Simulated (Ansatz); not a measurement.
Relaxation of AlH3O (5 atoms, charge 0, multiplicity 1), to a largest force component of 0.03 eV/Å in at most 50 steps.

Computed with RKS PBE0-D4/def2-SVP in Ansatz.

```xyz
5
Properties=species:S:1:pos:R:3
Al -0.278 1.053 -0.865
H 1.102 -0.572 0.894
H 1.544 -0.007 0.924
O -1.254 -0.274 -0.500
H -1.786 -1.047 -0.339
```

Problem. Where does it end, and by what steps?

Solution. The forces met the threshold. After 16 steps the energy has fallen by 0.143 eV; Al1 moved furthest, 0.96 Å.

```tsv
step	energy less start (eV)	largest force component (eV/Å)	accepted
0	0.0000	1.394	yes
1	-0.0820	0.178	yes
2	-0.1012	0.360	yes
3	-0.1127	0.229	yes
4	-0.1037	0.937	no
5	-0.1193	0.115	yes
6	-0.1277	0.086	yes
7	-0.0959	1.275	no
8	-0.1335	0.050	yes
9	-0.1363	0.075	yes
10	-0.1268	0.712	no
11	-0.1392	0.041	yes
12	-0.1406	0.133	yes
13	-0.1416	0.103	yes
14	-0.1423	0.075	yes
15	-0.1429	0.036	yes
16	-0.1429	0.004	yes
```

```xyz
5
Properties=species:S:1:pos:R:3
Al -1.018 1.312 -1.424
H 1.033 -0.452 0.858
H 1.624 -0.631 1.304
O -1.088 -0.125 -0.540
H -1.223 -0.951 -0.084
```

Whether the end is a true minimum wasn't checked by a vibrational analysis.

Run time: 6.5 s on 1 thread of AMD EPYC 9R45 96-Core Processor (Zen 5), with other jobs on the host, peak memory 0.12 GiB.
